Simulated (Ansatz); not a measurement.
Input file:

```yaml
crystal:
  periodic: [false, false, false]
  atoms:
    - {symbol: O, position_ang: [0.000000, -0.065318, 0.000000]}
    - {symbol: H, position_ang: [0.000000, 0.518410, -0.761550]}
    - {symbol: H, position_ang: [0.000000, 0.518410, 0.761550]}
basis:
  gaussian: {orbitals: "6-31++G**", point_charges: [{charge: 1.00, position_ang: [4.137, 0.110, -0.654]}]}
magnetization: {spin_polarized: false, initial_magnetization: 2}
correlation: {method: fic_mrcisd_q, electrons: outside_noble_gas, active_space: {window: {electrons: 8, orbitals: 6}}}
```

```sh
$ ansatz run in.yaml --threads 1 --pin off --events-out ev --progress --plain --max-ram 2393MiB
```

Roughly how long does this take on 1 thread of Intel Xeon 6975P-C, shared host, and how much host memory?

0.51 s wall and 0.11 GiB.

```
279 factors; integrals over basis functions are off by at most 8.5e-4 eV
mean field evaluation 1: about -2062.3584 eV, gradient 1.2e1 eV
mean field evaluation 2: about -2062.3602 eV, gradient 1.2e1 eV
mean field evaluation 4: about -2062.9253 eV, gradient 1.5e0 eV
mean field evaluation 8: about -2062.9352 eV, gradient 2.8e-3 eV
mean field -2062.93520362 eV, -75.8114704252 hartree, gradient 9.8e-6 eV, S^2 2.000000; 0 other end points of the search recorded, 0 dependent functions left out
reference -2062.93520362 eV, -75.8114704252 hartree; 6, 4 occupied and 25, 27 virtual orbitals, 279 factors
state -2063.51145732 eV, -75.8326473583 hartree
contracted CI cycle   1: correlation 0.00000000 eV, 0.0000000000 hartree, residual 2.17e1 eV
contracted CI cycle   2: correlation -3.94349481 eV, -0.1449207614 hartree, residual 4.02e0 eV
contracted CI cycle   3: correlation -4.09304471 eV, -0.1504166187 hartree, residual 9.07e-1 eV
contracted CI cycle   4: correlation -4.10278999 eV, -0.1507747512 hartree, residual 2.56e-1 eV
contracted CI cycle   5: correlation -4.10352633 eV, -0.1508018113 hartree, residual 6.38e-2 eV
contracted CI cycle   6: correlation -4.10357103 eV, -0.1508034540 hartree, residual 1.76e-2 eV
contracted CI cycle   7: correlation -4.10357487 eV, -0.1508035948 hartree, residual 4.94e-3 eV
contracted CI cycle   8: correlation -4.10357517 eV, -0.1508036060 hartree, residual 1.46e-3 eV
contracted CI cycle   9: correlation -4.10357520 eV, -0.1508036070 hartree, residual 4.10e-4 eV
state -2063.51145732 eV, -75.8326473583 hartree; corrected -2067.79328446 eV, -75.9900016033 hartree
Total energy: -2067.79328446 eV, -75.9900016033 hartree
```
